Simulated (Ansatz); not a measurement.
# BH₃Cl (doublet): from Hartree-Fock to the top rungs at distance B1–H4 along a hydrogen transfer = 1.194 Å, cc-pVDZ

Aim: climb from Hartree-Fock through coupled cluster and multireference methods for BH₃Cl (doublet) at one geometry and basis, and see what each rung misses.

Method: cc-pVDZ, core rule «outside noble gas», up to 6 orbitals frozen; program: Ansatz 0.2.0, Gaussian basis.

The runs, in order: UHF; CCSD(T) on ROHF; CCSD(T) on UHF; BCCD(T) on ROHF; CISD; CCSDT(Q) on ROHF; CCSDT(Q) on UHF; CASSCF and MRCISD+Q, 3 electrons in 3 orbitals; CASSCF and NEVPT2, 3 electrons in 3 orbitals; CASSCF and NEVPT2, 13 electrons in 11 orbitals.

7 further runs of the same task are left out: 1 for a known fault of the program, 6 that didn't finish.

## (1) The geometry

The geometry derives from fragments relaxed apart (PBE0/def2-TZVP) and kept rigid, so it is no stationary point. A hydrogen atom is moved between rigid fragments.

5 atoms, charge 0, spin multiplicity 2.

Atoms are counted from 1 here; the program's logs count them from 0.

Bond lengths: B1–H2 1.193 Å, B1–H3 1.193 Å, B1–H4 1.193 Å. Angles: H2–B1–H3 120.0°, H2–B1–H4 120.0°, H3–B1–H4 120.0°.

Geometry (Å):

```xyz
5
charge 0, multiplicity 2
B    -2.36076    0.00000    0.00000
H    -2.95749    1.03357    0.00000
H    -2.95749   -1.03357    0.00000
H    -1.16729    0.00000    0.00000
Cl    0.92124    0.00000    0.00000
```

## (2) UHF

The input, in.yaml:

```yaml
crystal:
  periodic: [false, false, false]
  atoms:
    - {symbol: B, position_ang: [-2.360761, 0.000000, 0.000000]}
    - {symbol: H, position_ang: [-2.957494, 1.033571, 0.000000]}
    - {symbol: H, position_ang: [-2.957494, -1.033571, 0.000000]}
    - {symbol: H, position_ang: [-1.167295, 0.000000, 0.000000]}
    - {symbol: Cl, position_ang: [0.921239, 0.000000, 0.000000]}
basis:
  gaussian: {orbitals: cc-pVDZ}
magnetization: {spin_polarized: true, initial_magnetization: 1}
hamiltonian: {xc: hf}
output: {orbitals: {seedname: orbitals}}
```

Launch:

```bash
ansatz run in.yaml --threads 1 --pin off --events-out ev --progress --plain --max-ram 2393MiB
```

The runs that follow: CCSD(T) on ROHF; CCSD(T) on UHF; BCCD(T) on ROHF; CISD; CCSDT(Q) on ROHF; CCSDT(Q) on UHF; CASSCF and MRCISD+Q, 3 electrons in 3 orbitals; CASSCF and NEVPT2, 3 electrons in 3 orbitals; CASSCF and NEVPT2, 13 electrons in 11 orbitals.

Before running them: what should the planned runs give, taken together? Wanted: UCCSDT(Q) below the RHF energy; RMP2 from UCCSDT(Q); UMP2 from UCCSDT(Q); RCCSD from UCCSDT(Q); RCCSD(T) from UCCSDT(Q); UCCSD(T) from UCCSDT(Q); RCCSDT(Q) from UCCSDT(Q); NEVPT2 valence from UCCSDT(Q); T1 diagnostic.

**Answer**, as computed:

```
                         quantity                                                   value
   UCCSDT(Q) below the RHF energy                                              -6.9671 eV
              RMP2 from UCCSDT(Q)                                             +1193.3 meV
              UMP2 from UCCSDT(Q)                                             +1210.4 meV
             RCCSD from UCCSDT(Q)                                              +113.6 meV
          RCCSD(T) from UCCSDT(Q)                                               +23.3 meV
          UCCSD(T) from UCCSDT(Q)                                               +23.0 meV
         RCCSDT(Q) from UCCSDT(Q)                                                +0.3 meV
    NEVPT2 valence from UCCSDT(Q)                                             +1444.3 meV
levels within 1 kcal/mol (43 meV)  RCCSD(T), UCCSD(T), BCCD(T), RCCSDT, UCCSDT, RCCSDT(Q)
                    T1 diagnostic                                                   0.014
   effectively unpaired electrons                                                    1.01
```

In words: RCCSD(T) lands +23.3 meV from the yardstick (0.3 % of the correlation energy). One determinant dominates. These misses are within one basis, not against nature; the frozen cores of restricted and unrestricted runs differ, which can shift their rows.
